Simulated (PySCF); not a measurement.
Compound: C₃H₃N (charge +1 and doublet state).
Structure used (PBE0-D3(BJ)/def2-SVP), in Å, numbered top down from 1:
```xyz
7
C3H3N angstrom
C     -1.0339    0.2766    0.0425
C      0.1272   -0.4960   -0.1017
C      1.3858    0.0790    0.0125
N      2.4542    0.5694    0.1029
H     -0.9802    1.3534    0.2467
H     -2.0188   -0.1974   -0.0498
H      0.0723   -1.5752   -0.3073
```

The hyperfine couplings belong to this conformer and change with its torsions.

The species is `[CH2+][CH]C#N` [radical] (charge +1).

Computed with UKS B3LYP, IGLO-III on C N, pcH-1 on H, non-relativistic, mean-field spin-orbit, GIAO in PySCF 2.14.0. The structure is a single PBE0-D3(BJ)/def2-SVP conformer in the gas phase; no vibrational or solvent corrections. No stability test was run, so a lower SCF solution isn't excluded.

Question: The isotropic 13C couplings are -27.1, +27.0, +8.0 MHz. Assign them to C1; C2; C3.

Answer: 
```
site  a_iso (MHz)  ρ(0) (bohr⁻³)                 position  distance from C1 (Å)  spin population  largest |T| (MHz)
  C1        +27.0        +0.0240  largest spin population                  0.00            +0.46               72.3
  C2         +8.0        +0.0071           1 bond from C1                  1.40            +0.24               41.3
  C3        -27.1        -0.0241           1 bond from N4                  2.43            -0.08               11.2
```

ρ(0) is the spin density at the nucleus and T the dipolar tensor. The Mulliken spin populations are largest on C1 (+0.46), N4 (+0.43), C2 (+0.24) and C3 (-0.08). Three atoms exceed +0.15. Main spin sites, with 60 % or more of the largest population: C1, N4; positions count bonds from the nearest.

H5 and H6 aren't averaged: C1 is flat or nearly so (angle sum 360°), and its turn about the short C1–C2 bond (1.40 Å) is taken as slow.

The SMILES `[CH2+][CH]C#N` draws the unpaired electron on C2, whose computed spin population is only +0.24.

Hardware: one thread, x86-64 server, no GPU (shared host). Cost: 20 s wall.
